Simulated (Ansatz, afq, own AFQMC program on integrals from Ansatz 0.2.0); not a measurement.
O, triplet → O⁺, quartet, worked out

A free O atom.

Both states at this geometry.

Basis cc-pVQZ. Only valence electrons are correlated. Integrals, coupled cluster, full CI and functionals: Ansatz 0.2.0; the random walks run on the same integrals in our own AFQMC program. The CISD trial takes its coefficients from CCSD amplitudes. Released means that phaseless walkers are propagated on without the constraint, phases kept. ± is one standard error of the sampling.

Total energies in eV. CBS is CCSD(T) at the limit of def2-TZVPP/QZVPP (extrapolated itself); the highest rung of each member is named.

Cautions: O (triplet): the released energies have errors that jump between times, so the bars are unsure, so no released level is given (meV from the phaseless value at times in 1/Eh: 5 ± 5 at 0.24, -1.3 ± 0.8 at 0.51, -4.1 ± 0.9 at 0.99, -0.7 ± 1.1 at 1.62, -2.3 ± 2.1 at 2.40), though the last usable value meets full CI within the noise, full CI with its own frozen core.

```json
{"member": "O⁺, quartet", "count": "+1", "CCSD(T)/cc-pVQZ": "-2027.2013", "highest rung in cc-pVQZ": "-2027.2075", "which": "FCI", "CCSD(T)/CBS": "-2027.3996"}
{"member": "O, triplet", "count": "-1", "CCSD(T)/cc-pVQZ": "-2040.6789", "highest rung in cc-pVQZ": "-2040.6857", "which": "FCI", "CCSD(T)/CBS": "-2040.9924"}
```

Q: Work out the best estimate of the vertical ionization energy: the CCSD(T)/CBS difference plus the step from CCSD(T) to the highest rung.

A: Sums with the counts: CCSD(T)/CBS 13.5928 eV, highest rung 13.4782 eV, CCSD(T)/cc-pVQZ 13.4776 eV. The step is 13.4782 − 13.4776 = 0.0006 eV, so the best estimate is 13.5928 + (0.0006) = 13.5934 eV. The basis set is worth 0.115 eV of it. Zero-point, core-correlation and spin–orbit terms aren't in it.

Best estimates are given only where the step beyond CCSD(T) is under 0.3 eV and no member's determinant is very poor (T1 over 0.05, or 0.07 for open shells, ⟨S²⟩ too high by 0.3, two states mixed), so the hardest cases are missing from such tables.

Each member of a difference takes its own highest rung, so a best estimate needn't equal the limit plus the step of one row.
